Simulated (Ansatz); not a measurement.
# CH4AlO+: an energy map over angle Al3–C2–O1 and angle H5–C2–O1

A grid of calculations on CH₄AlO, SMILES [OH+]=[CH][AlH2], charge +1, to see where the energy is lowest and how it rises around there.

Program: Ansatz 0.2.0. Level of theory: RKS PBE0-D4/def2-TZVP. These are calculated values, not measurements.

## (1) The system as given

SMILES `[OH+]=[CH][AlH2]`, 7 atoms, charge 1, spin multiplicity 1.

Atoms are counted from 1 here; the program's logs count them from 0.

Bond lengths: O1–C2 1.279 Å, O1–H4 0.994 Å, C2–Al3 2.074 Å, C2–H5 1.120 Å, Al3–H6 1.582 Å, Al3–H7 1.582 Å. Angles: C2–O1–H4 115.7°, O1–C2–Al3 119.9°, O1–C2–H5 115.3°, Al3–C2–H5 124.9°, C2–Al3–H6 110.3°, C2–Al3–H7 110.2°, H6–Al3–H7 139.4°.

Geometry (Å):

```xyz
7
CH4AlO
O    -1.3491   -0.7936   -0.1954
C    -0.3974   -0.0018   -0.5180
Al    1.1508    0.3494    0.8162
H    -2.0581   -0.9161   -0.8809
H    -0.4816    0.4576   -1.5363
H     0.8178    1.5988    1.7275
H     2.3176   -0.6942    0.5870
```

This geometry comes from a loose relaxation at PBE in a small basis, which is not shown.

## (3) Plan of the scan

First coordinate, angle Al3–C2–O1: 13 values from 84.5 to 154.5 °. Second coordinate, angle H5–C2–O1: 13 values from 79.9 to 149.9 °.

Nothing else is relaxed (all other coordinates rigid). Energies count from the relaxed molecule at the same level.

(The set-up runs are not shown.)

## (4) Point angle Al3–C2–O1 = 154.5°, angle H5–C2–O1 = 114.9°

The input, input.yaml:

```yaml
crystal:
  periodic: [false, false, false]
  atoms:
    - { symbol: O, position_ang: [-1.33585, -0.779461, -0.199368] }
    - { symbol: C, position_ang: [-0.395622, 0.001003, -0.522149] }
    - { symbol: Al, position_ang: [1.386824, 1.017134, -0.208447] }
    - { symbol: H, position_ang: [-2.039109, -0.907647, -0.86774] }
    - { symbol: H, position_ang: [-0.485262, 0.444487, -1.525599] }
    - { symbol: H, position_ang: [1.093125, 2.41799, 0.421124] }
    - { symbol: H, position_ang: [2.586223, 0.149, -0.711183] }
total_charge: 1
basis:
  gaussian: { orbitals: def2-TZVP }
hamiltonian:
  xc: pbe0
  dispersion: d4
output:
  forces: true
```

Started as:

```
$ ansatz run input.yaml --threads 1 --pin off --max-ram 2560MiB --backend cpu --events-out ev --progress --plain --runs-dir out
```

Further runs follow: the other points that were computed.

**Question.** What will these runs give? Wanted: lowest point; highest computed point; largest force on an atom.

**Answer**, as computed:

| quantity | value |
| --- | --- |
| lowest point | angle Al3–C2–O1 = 119.5°, angle H5–C2–O1 = 114.9°, 0 kJ/mol |
| highest computed point | angle Al3–C2–O1 = 154.5°, angle H5–C2–O1 = 149.9°, 248 kJ/mol above the lowest |
| largest force on an atom (eV/Å) | 0.0 at angle Al3–C2–O1 = 119.5°, angle H5–C2–O1 = 114.9° to 6.1 at angle Al3–C2–O1 = 84.5°, angle H5–C2–O1 = 79.9°; 0.0 at the lowest point |
| time for the whole task | 9.1 min on 1 thread, shared host |

The lowest computed point is at angle Al3–C2–O1 = 119.5°, angle H5–C2–O1 = 114.9°, 0 kJ/mol from the relaxed molecule at the same level. No other kind of well shows on this grid. The highest computed point, angle Al3–C2–O1 = 154.5°, angle H5–C2–O1 = 149.9°, lies 248 kJ/mol above the lowest. Round the minimum the valley is somewhat tilted: raising angle Al3–C2–O1 shifts the best value of angle H5–C2–O1 downwards (coupling k₁₂/√(k₁₁k₂₂) about 0.2).
